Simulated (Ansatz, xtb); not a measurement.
**Relative energy of two conformers of C4H3−**

We compare a, `[CH-]=C=C=C`, a singlet, with b, `[CH-]=C=C=C`, a singlet. Both are isolated ions in the gas phase, relaxed with r2SCAN-D4/def2-SVPD.

a (Å):

```yaml
atoms:
  - { symbol: C, position_ang: [-0.2818, 0.4275, -2.3727] }
  - { symbol: C, position_ang: [-0.0266, 0.0401, -1.1542] }
  - { symbol: C, position_ang: [0.4687, -0.1901, 0.0448] }
  - { symbol: C, position_ang: [0.4297, -0.7577, 1.2566] }
  - { symbol: H, position_ang: [-1.2191, 0.0485, -2.8234] }
  - { symbol: H, position_ang: [1.2211, -0.6053, 2.0099] }
  - { symbol: H, position_ang: [-0.3945, -1.4186, 1.5919] }
```

b (Å):

```yaml
atoms:
  - { symbol: C, position_ang: [0.7085, -0.1869, 0.4975] }
  - { symbol: C, position_ang: [-0.3847, 0.5267, 0.3079] }
  - { symbol: C, position_ang: [-1.4502, 1.2448, 0.1242] }
  - { symbol: C, position_ang: [2.0172, -0.2679, 0.7717] }
  - { symbol: H, position_ang: [2.6494, 0.6225, 0.9609] }
  - { symbol: H, position_ang: [-2.4040, 0.7415, -0.1096] }
  - { symbol: H, position_ang: [2.5558, -1.2282, 0.8288] }
```

Energies in hartree; the thermal terms are from r2SCAN-D4/def2-SVPD harmonic frequencies (ideal gas, rigid rotor, one conformer each, 298.15 K, 1 atm) and include the zero-point energy:

|  | a | b |
| --- | --- | --- |
| E, CCSD(T)/def2-SVPD | −153.555905 | −153.556623 |
| E, MP2/def2-SVPD | −153.497218 | −153.498256 |
| E, MP2/def2-TZVPPD | −153.757014 | −153.757951 |
| zero-point energy | 0.045069 | 0.045150 |
| H(298 K) − E | 0.050799 | 0.050881 |
| G(298 K) − E | 0.018849 | 0.018897 |

Question: Correct the CCSD(T) difference for the basis set by the MP2 change, then work out ΔE, ΔE₀, ΔH and ΔG for a → b in kcal/mol (1 Eh = 627.51 kcal/mol) and the equilibrium ratio [b]/[a].

Answer: 1. Differences b − a: CCSD(T) −0.000718, MP2 in the small set −0.001038, MP2 in the large set −0.000937 Eh.
2. ΔE = −0.000718 + (−0.000937 − (−0.001038)) = −0.000617 Eh = −0.39 kcal/mol.
3. ΔE₀ = ΔE + ΔZPE = −0.000617 + (+0.000081) Eh = −0.34 kcal/mol.
4. ΔH = ΔE + (+0.000082) Eh = −0.34 kcal/mol.
5. ΔG = ΔE + (+0.000048) Eh = −0.36 kcal/mol, so ΔS = (ΔH − ΔG)/T = +0.3 J/(mol K).
6. kT = 0.9442 mEh, so K = [b]/[a] = exp(−ΔG/kT) = exp(+0.60) ≈ 1.8.

The two are too close for this level to say which is favoured. An error of 1 kcal/mol in ΔG would change K by a factor of 5.4. Large T1 diagnostics make the coupled-cluster value less sure. Mirror images and further conformers aren't counted.

Other levels gave ΔE = −0.1 (r2SCAN-D4/def2-SVPD); −0.3 (HF/def2-SVPD); −0.7 (MP2/def2-SVPD); −0.5 (CCSD(T)/def2-SVPD) kcal/mol. The correlated steps freeze 4 core orbitals. Programs: Ansatz 0.2.0.
